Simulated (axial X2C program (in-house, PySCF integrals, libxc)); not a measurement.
## Potential curves of HF⁻, with spin–orbit coupling

All values were computed with an in-house relativistic program for diatomic molecules. Two-component (2c) means X2C with spin–orbit coupling and atomic mean-field two-electron Coulomb and Gaunt terms. Basis: F dyall-av3z [7s6p3d2f], H dyall-av3z [7s3p2d] (cores contracted in-house); Gaussian nuclei, density fitting, unrestricted open shells. Masses: F 18.998 u, H 1.008 u.

State: Ω = 1/2 (⟨Sz⟩ = 0.50, ⟨Lz⟩ = 0.00 at BLYP). Energies in cm⁻¹ from the fragments at the same level (F- + H). Fits are polynomials in 1 − R0/R over 0.85 to 1.23 times the lowest point R0.

| R (Å) | BLYP | CCSD(T) | MP2 | HF |
| --- | --- | --- | --- | --- |
| 0.8117 | -11393 |  | -12471 | -16831 |
| 0.8490 | -14075 | -16234 | -14912 | -18791 |
| 0.8770 | -15364 | -17316 | -16006 | -19518 |
| 0.9050 | -16163 | -17897 | -16596 | -19740 |
| 0.9330 | -16570 | -18072 | -16780 | -19551 |
| 0.9657 | -16657 | -17870 | -16588 | -18919 |
| 0.9983 | -16428 | -17333 | -16059 | -17946 |
| 1.0403 | -15812 | -16290 | -15024 | -16329 |
| 1.0916 | -14763 |  | -13428 | -14003 |
| 1.1663 | -13023 |  | -10889 | -10368 |

Correlated methods: 9 electrons correlated (number of frozen shells: F 1 s; H none), 145 virtual spin orbitals or spinors in MP2.

The state is one determinant whose occupation by symmetry is held fixed; it was picked as the lowest of a PBE0 search that is not exhaustive. De is counted from the lowest determinant-based energies of the atoms at the same level, without counterpoise correction. Density functionals use the spin component along the axis (collinear). CCSD and (T) use frozen natural virtuals with an MP2 correction for the truncation; (T) itself is uncorrected, so its De runs slightly low. The highest occupied level is positive at some bond lengths even in Hartree–Fock (under at least one Hamiltonian), so the basis set holds the extra electron there; where that holds at Re the anion is at best weakly bound and its constants depend on the basis. Hartree–Fock gets electron affinities wrong, so its lowest charge split need not be the true one. Coupled cluster ran on the points near the minimum only. MP2 and coupled cluster on one determinant become unreliable at the stretched end.

(1) What are Re, ωe and De at the BLYP level?

(2) Fit the CCSD(T) curve near its minimum: give the equilibrium distance, the harmonic wavenumber and the well depth.

(3) Fit the MP2 curve near its minimum: give the equilibrium distance, the harmonic wavenumber and the well depth.

(4) Fit the HF curve near its minimum: give the equilibrium distance, the harmonic wavenumber and the well depth.

Results:

(1) At BLYP, 2c: Re = 0.957 Å, ωe ≈ 3350 cm⁻¹, De = 2.07 eV to F- + H; Be follows as 19.2 cm⁻¹.

(2) At CCSD(T), 2c: Re = 0.933 Å, ωe ≈ 3810 cm⁻¹, De = 2.24 eV to F- + H; Be follows as 20.2 cm⁻¹.

(3) At MP2, 2c: Re = 0.934 Å, ωe ≈ 3810 cm⁻¹, De = 2.08 eV to F- + H; Be follows as 20.2 cm⁻¹.

(4) At HF, 2c: Re = 0.905 Å, ωe ≈ 4280 cm⁻¹, De = 2.45 eV to F- + H; Be follows as 21.5 cm⁻¹.
